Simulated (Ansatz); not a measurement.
`C[CH2][AlH2]` + `NN` → `CCNN` + `[AlH3]` at 500 K and 1 bar (substitution at a C–Al bond).

Isolated molecules relaxed with PBE0-D4/def2-TZVP in Ansatz; ΔE leaves out vibrations. CBS: MP2 limit from def2 TZ/QZ plus the TZ coupled-cluster correction, frozen cores. This one scheme is used for every species. Each species was taken in one conformer, which may not be the lowest.

| species | CCSD(T)/CBS energy (Eh) | H − E (kJ/mol) | S (J/(mol·K)) |
| --- | --- | --- | --- |
| `C[CH2][AlH2]` | -322.31200 | 241.1 | 361.4 |
| `NN` | -111.76471 | 163.1 | 257.7 |
| `CCNN` | -190.28020 | 328.2 | 352.5 |
| `[AlH3]` | -243.78045 | 68.7 | 232.2 |

H − E and S are ideal-gas, rigid-rotor, harmonic terms from PBE0-D4/def2-TZVP, for one conformer and one mirror image of each species. 1 Eh = 2625.50 kJ/mol, R = 8.31446 J/(mol·K).

By hand: ΔE, ΔH, ΔS and ΔG.

ΔE = (-190.28020) + (-243.78045) − (-322.31200) − (-111.76471) = 0.01606 Eh = 42.2 kJ/mol. Δ(H − E) = 328.2 + 68.7 − 241.1 − 163.1 = -7.3, so ΔH = 34.9 kJ/mol. ΔS = 352.5 + 232.2 − 361.4 − 257.7 = -34.4 J/(mol·K). ΔG = 34.9 − 500 × (-34.4)/1000 = 52.1 kJ/mol.

By hand: the equilibrium constant, and the temperature at which ΔG would vanish if ΔH and ΔS stayed fixed.

log₁₀ K = −ΔG/(RT ln 10) = -5.4. ΔH and −TΔS have one sign here, so there is no such temperature.

TΔS isn't small against ΔH here. A doubt of 5 kJ/mol in ΔE shifts log₁₀ K by 0.5 here. Other conformers and mirror images would add mixing entropy, several J/(mol·K) or more a flexible species. These are equilibria of isolated gas molecules and say nothing of rates. Largest T1 diagnostic: 0.009 (customary marks: 0.02 for closed shells, 0.045 for open ones).
